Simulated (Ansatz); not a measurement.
# Equilibrium lattice constant a of As (model structure, started from the graphite type, P6₃/mmc, No. 194, 4 atoms in the cell) at several levels of theory

No measured value is used here.

```json
[
 {"level (code)": "PBE (Ansatz)", "value (Å)": "4.458"},
 {"level (code)": "PBEsol (Ansatz)", "value (Å)": "4.400"},
 {"level (code)": "PBE-D3(BJ) (Ansatz)", "value (Å)": "…"}
]
```

Question: Some entries are withheld; supply them.

Answer: 
- PBE-D3(BJ) (Ansatz, a quantum-chemistry and plane-wave program), value (Å): 4.406

Ansatz's density-functional and Hartree–Fock values are scalar-relativistic unless marked +SOC, with PAW data made under PBE.

A model structure was made by putting elements into a prototype or built by hand; it is no filed structure, need not be a known phase, and can be a saddle point held by its symmetry.
